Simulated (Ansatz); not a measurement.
**Worked example: the step energy**

An elementary step of SiH5ClO, singlet (SiH₃Cl ([SiH3][Cl]) + H₂O → SiH₃ClO ([OH][SiH2][Cl]) + H₂; Si–H, H–O broken or loosened, Si–O, H–H formed or tightened). “Start” and “end” are the PBE0-D4/def2-TZVP structures reached by relaxing down either side of its saddle point, with the molecules still in contact.

Ansatz 0.2.0; basis: def2-TZVPP and def2-QZVPP; cores frozen in the correlated methods.

Energies in eV:

| quantity | end | start |
| --- | --- | --- |
| Hartree–Fock, triple zeta (X = 3) | -22485.84593 | -22485.11101 |
| Hartree–Fock, quadruple zeta (X = 4) | -22486.56760 | -22485.81620 |
| MP2 correlation, X = 3 | -15.97304 | -15.94244 |
| MP2 correlation, X = 4 | -17.36639 | -17.33941 |
| CCSD(T) correlation, X = 3 | -17.65177 | -17.68397 |

Work out the step energy at the basis limit: extrapolate Hartree–Fock as E(X) = E∞ + A exp(−7.88 √X) and the MP2 correlation as E(X) = E∞ + B X^−2.97 (the exponents that Neese and Valeev fitted for def2-TZVPP and QZVPP), then add CCSD(T) − MP2 in triple zeta.

Each step is linear, so take the differences first (end − start): Hartree–Fock -0.73492 (X = 3) and -0.75140 (X = 4); MP2 correlation -0.03060 and -0.02698; CCSD(T) correlation 0.03220.
Two points give E∞ = E(4) + w [E(4) − E(3)], with w = 1/(exp(7.88 (2 − √3)) − 1) = 0.1377 for Hartree–Fock and w = 1/((4/3)^2.97 − 1) = 0.7407 for the correlation.
Hartree–Fock: -0.75140 + 0.1377 × (-0.01648) = -0.7537 eV.
MP2 correlation: -0.02698 + 0.7407 × 0.00362 = -0.0243 eV.
CCSD(T) − MP2: 0.03220 − (-0.03060) = 0.0628 eV.
Sum: -0.7537 + (-0.0243) + 0.0628 = -0.7152 eV, or -16.49 kcal/mol. Plain CCSD(T) in triple zeta gives -0.7027 eV, so the larger basis shifts the result by -0.0125 eV.

The T1 diagnostic stays at or below 0.011.

Labels in which every atom is bracketed show which atoms are joined, not bond orders.

For scale, one of the runs: CCSD(T)/def2-TZVPP, 185 basis functions, launched by `ansatz run in.yaml --threads 2 --pin off --events-out ev --progress --plain --max-ram 4352MiB`. Time: 39 s of wall clock on 2 CPU threads of an Arm Neoverse V1; the host was shared. Peak host memory: 1.8 GiB.
